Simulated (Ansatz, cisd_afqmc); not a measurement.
Species: C₂H₃Cl, charge 0, singlet. C2H3Cl (SMILES ClC=C).
B3LYP-D3(BJ)/def2-TZVP minimum from Ansatz (a first-principles code):
```xyz
6

C      0.0112     0.7589    -0.0124
C      1.3049     1.0233     0.0034
Cl    -0.6370    -0.8532     0.0042
H     -0.7591     1.5163    -0.0370
H      2.0529     0.2431     0.0280
H      1.6388     2.0524    -0.0084
```
Charge 0, spin multiplicity 1.

Total energies in cc-pV(D+d)Z, 18 correlated electrons, 7 frozen orbitals. Radicals and triplets start from unrestricted determinants; spin-orbit coupling is neglected. Correlated methods leave the cores frozen. No relativity. The Monte Carlo rows (phaseless AFQMC, CISD trial, step 0.005/hartree) carry one-sigma bars that omit the constraint's bias. Outlying blocks are dropped, and bars are widened where a walk drifts. Over all cases where full CI ran beside it in this data, AFQMC minus full CI had a median of +0.1 mEh and passed +0.4 mEh in a tenth of the cases.

```tsv
method	program	energy (Eh)	minus CCSDT(Q) (mEh)
HF	Ansatz	-536.96466	459.03
MP2	Ansatz	-537.37166	52.03
CCSD	Ansatz	-537.40753	16.16
CCSD(T)	Ansatz	-537.42185	1.84
CCSDT(Q)	Ansatz	-537.42369	0.00
AFQMC/CISD	cisd_afqmc	-537.4230 ± 0.0004	0.7 ± 0.4
```

Rough core times of Ansatz's runs on a shared machine: CCSD(T) under 20 s, CCSDT(Q) 3 min.
